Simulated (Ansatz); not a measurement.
A calculation with Ansatz (development build ahead of 0.2.0).

```yaml
crystal:
  periodic: [false, false, false]
  atoms:
    - { symbol: O, position_ang: [-0.01473, -0.02628, -0.13169] }
    - { symbol: H, position_ang: [-0.03766, 0.63523, 0.42566] }
    - { symbol: H, position_ang: [0.04164, -0.64651, 0.4134] }
basis:
  gaussian: { orbitals: def2-SVP }
hamiltonian:
  xc: hf
```

The input is written out in the form of the current development build from the run's settings.

The run gave:

| Item | Value |
| --- | --- |
| Converged | yes |
| Total energy | -75.92962 hartree |
| Spin squared of the determinant | 0.000 |

Caution: no unrestricted run beside it, a lower state can exist.
